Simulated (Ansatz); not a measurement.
Two isomers of C3H6N2O: A = `CNC1(O)C=N1`, B = `N/C=C(\N)C=O`.

Gas-phase electronic energies from Ansatz, PBE0-D4/def2-TZVP geometries. CCSD(T)/CBS is the MP2 limit (def2-TZVPP, def2-QZVPP) plus CCSD(T) − MP2 in def2-TZVPP, frozen cores. DFT in def2-TZVPP. B3LYP here is the variant with VWN-RPA as its local correlation; programs differ in this. Each species was taken in one conformer, which may not be the lowest.

**Question.** Which isomer does CCSD(T)/CBS put lower? Give the gap. (Estimate.)

**Answer.** Ansatz gave: B, by 165.2 kJ/mol.

**Question.** Give E(B) − E(A) in kJ/mol with MP2/def2-TZVPP, B3LYP-D4, B2PLYP, HF/def2-TZVPP, PBE-D4, CCSD(T)/def2-TZVPP, B3LYP. (Best estimate.)

**Answer.** Computed: MP2/def2-TZVPP -162.9, B3LYP-D4 -196.9, B2PLYP -186.1, HF/def2-TZVPP -183.0, PBE-D4 -189.1, CCSD(T)/def2-TZVPP -163.0, B3LYP -197.0. None reverses the order clearly.

Largest T1 diagnostic: 0.016.

From PBE to PBE0 (25 % exact exchange), in def2-TZVPP and without D4, E(B) − E(A) moves by +8.8 kJ/mol. In def2-TZVPP, CCSD(T) changes the Hartree–Fock value by +19.9 kJ/mol (the triples alone add −1.4 kJ/mol) and MP2 by +20.1 kJ/mol.
